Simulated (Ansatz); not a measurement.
Geometry optimisation, RKS r2SCAN-D4/def2-SVP in Ansatz 0.2.0.

Input:

```yaml
crystal:
  periodic: [false, false, false]
  atoms:
    - { symbol: Al, position_ang: [0.0, 0.0, 0.0] }
    - { symbol: O, position_ang: [0.0, 0.0, 2.13] }
    - { symbol: H, position_ang: [-0.9095, -0.2814, 2.4671] }
    - { symbol: H, position_ang: [1.351, 0.0, -0.78] }
    - { symbol: H, position_ang: [-1.351, 0.0, -0.78] }
    - { symbol: Si, position_ang: [0.1174, 2.4836, 0.8261] }
    - { symbol: H, position_ang: [0.6937, 2.5244, 2.167] }
    - { symbol: H, position_ang: [0.9517, 3.2614, -0.0852] }
    - { symbol: H, position_ang: [-1.2275, 3.0508, 0.8577] }
    - { symbol: H, position_ang: [0.0594, 1.257, 1.9764] }
basis:
  gaussian: { orbitals: def2-SVP }
hamiltonian:
  xc: r2scan
  dispersion: d4
relax:
  f_tol: 0.15
  max_steps: 25
  restrain:
    - { distance: [0, 5], at: 3.52, k: 30.0 }
    - { distance: [9, 1], at: 2.21, k: 30.0 }
    - { distance: [0, 1], at: 1.78, k: 30.0 }
    - { distance: [9, 5], at: 1.46, k: 30.0 }
output:
  orbitals: {}
```

Run as:

```bash
$ ansatz run input.yaml --threads 2 --pin off --max-ram 3072MiB --backend cpu --events-out ev --progress --plain --runs-dir out
```

Problem. Where does it end, and by what steps?

Solution. The run converged. The restraints hold the end off the free minimum. After 8 steps the energy has fallen by 2.476 eV (the restraints' own energy left out); H7 moved furthest, 0.94 Å. Parted: Al1–Si6 (2.62 → 3.52 Å).

```csv
step,energy less start (eV),largest force component (eV/Å),accepted
0,0.0000,3.285,yes
1,0.7429,2.340,yes
2,0.6581,1.968,yes
3,-0.1780,2.125,yes
4,-1.2324,1.768,yes
5,-1.9593,1.131,yes
6,-2.3476,0.854,yes
7,-2.4730,0.925,yes
8,-2.4759,0.908,yes
```

```xyz
10
Properties=species:S:1:pos:R:3
Al -0.053 -0.388 0.089
O -0.051 -0.666 1.818
H -0.866 -0.782 2.320
H 1.369 -0.419 -0.600
H -1.424 -0.193 -0.692
Si 0.144 2.958 1.161
H 0.784 3.430 2.420
H 0.969 3.343 -0.020
H -1.227 3.527 1.025
H 0.041 1.485 1.257
```

Time of the run: 17 s on 2 threads of Intel(R) Xeon(R) 6975P-C (Granite Rapids) (shared host), peak memory 0.16 GiB.
